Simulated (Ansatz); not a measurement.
How the band gap of tetradymite Bi2Te3 moves with the method

No measured value is used here.

```
level (code)                        value (eV)  cell (Å³/atom)
-----------------------------  ---------------  --------------
LDA+SOC (Ansatz)               0.05 (indirect)           33.87
BLYP (Ansatz)                             0.32           33.87
RPBE (Ansatz)                             0.34           33.87
PBE-D3(BJ) (Ansatz)                       0.26           33.66
rVV10 (Ansatz)                            0.23           36.15
r²SCAN+SOC (Ansatz)                       0.13           33.87
B3LYP (VWN-RPA form) (Ansatz)             0.98           33.87
G0W0@PBEsol (Ansatz)                      0.57           33.87
```

Computed values are for a static lattice. Spin–orbit coupling is included only where a level's name says +SOC; with heavier elements it mostly lowers gaps and can invert bands.  PBE-D3(BJ), rVV10: the gap is read on the k mesh or supercell of the run alone and can be too large. G0W0@PBEsol: filled d or f shells below the valence bands can shift G0W0 gaps through exchange with them, which wasn't tested here. G0W0@PBEsol: a quasiparticle level at a band edge is in doubt. Values are at the measured cell; PBE-D3(BJ) at the level's own relaxed cell; rVV10 at the level's own equilibrium cell. Cutoffs and k meshes differ between the levels. Ansatz's density-functional and Hartree–Fock values are scalar-relativistic unless marked +SOC, with PAW data made under PBE.

Ansatz is a first-principles code.
